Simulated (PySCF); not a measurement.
# C3H8O: the cost of one run

The runs use PySCF 2.14.0, with density-fitted response routines of our own; the level of theory stands in each step. All values are computed, except where a source is named. Atoms count from 0, in the outputs and in this text.

### Step 1. Starting geometry

12 atoms, charge 0, multiplicity 1; geometry from: MMFF94s. The atoms were then displaced at random by about 0.03 Å, so the start is not that level's minimum.

Bonds of the start (Å): C0–C1 1.46, C1–C2 1.48, C2–O3 1.56, C0–H4 1.04, C0–H5 1.15, C0–H6 1.14, C1–H7 1.09, C1–H8 1.10, C2–H9 1.14, C2–H10 1.11, O3–H11 0.95.

### Step 2. Optimising the geometry at PBE0-D3(BJ)/def2-SVP

The job: settings as JSON, then the geometry in Å.

```
{"job": {"xc": "PBE0", "basis": "def2-SVP", "d3": "d3bj", "grid": 1, "shake": 0.03, "kind": "geom"}, "charge": 0, "multiplicity": 1}
C     -1.456010    -0.066190     0.110190
C     -0.153950     0.074430    -0.535800
C      0.897410    -0.266570     0.443070
O      2.327780    -0.184510    -0.175780
H     -1.732220    -1.018800     0.436250
H     -1.618870     0.723660     0.928360
H     -2.255460     0.258890    -0.639810
H     -0.032770    -0.573990    -1.404080
H      0.027740     1.111300    -0.870340
H      0.948730     0.423200     1.348970
H      0.800660    -1.284940     0.879280
H      2.362420     0.720750    -0.469300
```

On the command line:

```sh
$ OMP_NUM_THREADS=1 python probes_run.py task.json out
```

This one command runs all jobs of the session in turn.

**Question.** How long does this first job take on 1 thread of AMD EPYC 9B45, shared host, and how much memory does it need?

About 11 s, with a peak of 0.39 GiB.
